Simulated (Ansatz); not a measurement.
Reaction (SMILES): [SiH4] (SiH4) → [SiH3] (SiH3) + H atom
B3LYP-D3(BJ)/def2-TZVP geometries, fixed; electronic energies without zero-point terms.

Basis-set convergence of the bond dissociation energy at B2PLYP with Ansatz (a program for electronic structure). Cartesian d functions, on some or all atoms, in 6-31G*; all else is spherical. Cores are frozen. Open shells are unrestricted. No added dispersion term, no relativity. Functions are those of the species that has most. Reference: the value in pcseg-4, 95.63 kcal/mol, itself unsure by roughly 0.06 kcal/mol (its mean distance from aug-pcseg-3, aug-cc-pV(Q+d)Z, cc-pV(5+d)Z). Deviations are taken from unrounded values.

```tsv
basis	functions	bond dissociation energy (kcal/mol)	minus reference (kcal/mol)
6-31G*	27	92.20	-3.43
cc-pV(D+d)Z	43	93.43	-2.20
def2-SVPD	56	93.81	-1.82
aug-pcseg-1	63	93.55	-2.08
def2-TZVPPD	116	95.13	-0.50
cc-pV(Q+d)Z	184	95.56	-0.07
def2-QZVPP	190	95.51	-0.12
pcseg-3	196	95.53	-0.10
aug-pcseg-3	285	95.50	-0.13
```

The smallest set listed that lies within 1 kcal/mol of the reference with all its larger relatives (same family, alike in diffuse functions; a set with none counts only in the reference's own line) is def2-TZVPPD (116 functions, -0.50 kcal/mol off). Inside, with no larger relative to test it: def2-QZVPP, aug-pcseg-3. (Relatives not listed, tested too: def2-QZVPPD -0.13, cc-pV(5+d)Z 0.01, pcseg-4 0.00 kcal/mol.)
